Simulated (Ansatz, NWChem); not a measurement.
# Ansatz → NWChem

Ansatz 0.2.0 runs this on BHF2 (SMILES FBF):

run.yaml:
```yaml
crystal:
  periodic: [false, false, false]
  atoms:
    - {symbol: F, position_ang: [1.154300, 0.456900, -0.361900]}
    - {symbol: B, position_ang: [-0.001900, -0.031000, 0.025200]}
    - {symbol: F, position_ang: [-1.095400, 0.528700, -0.438900]}
    - {symbol: H, position_ang: [-0.057000, -0.954600, 0.775600]}
basis:
  gaussian: {orbitals: def2-TZVPP}
hamiltonian: {xc: {name: BLYP}}
accuracy: high
output: {orbitals: {seedname: orbitals}}
```

```bash
$ ansatz run run.yaml --threads 1 --pin off --max-ram 3480MiB --events-out events.jsonl --progress --plain --runs-dir runs
```

The coordinates come from a PBE0-D4/def2-TZVP relaxation.

It gives a total energy of -225.324763 Eh.

Q: Write the same calculation for NWChem 7.3.0 as an ASE script, asking for the gradient.

A: For example:

input.xyz:
```
4

F      1.154300     0.456900    -0.361900
B     -0.001900    -0.031000     0.025200
F     -1.095400     0.528700    -0.438900
H     -0.057000    -0.954600     0.775600
```

run.py:
```python
from ase.io import read
from ase.calculators.nwchem import NWChem

atoms = read('input.xyz')

calc = NWChem(
    label='input',
    theory='dft',
    memory='2200 mb',
    basis='def2-TZVPP',
    basispar='spherical bse',
    dft={'xc': 'becke88 lyp', 'mult': '1', 'grid': 'fine', 'convergence': 'energy 1e-08', 'iterations': '100', 'mulliken': None},
)
atoms.calc = calc

forces = atoms.get_forces()
e = atoms.get_potential_energy()
print(f"E = {e:.6f} eV")
print("forces (eV/A):")
for s, f in zip(atoms.symbols, forces):
    print(f"{s:2s} {f[0]:10.5f} {f[1]:10.5f} {f[2]:10.5f}")
print("dipole (e A):", atoms.get_dipole_moment().round(4))
```

```bash
$ export ASE_NWCHEM_COMMAND="nwchem PREFIX.nwi > PREFIX.nwo"
$ python run.py
```

Its energy is -225.324763 Eh, 0.000 mEh from the first.
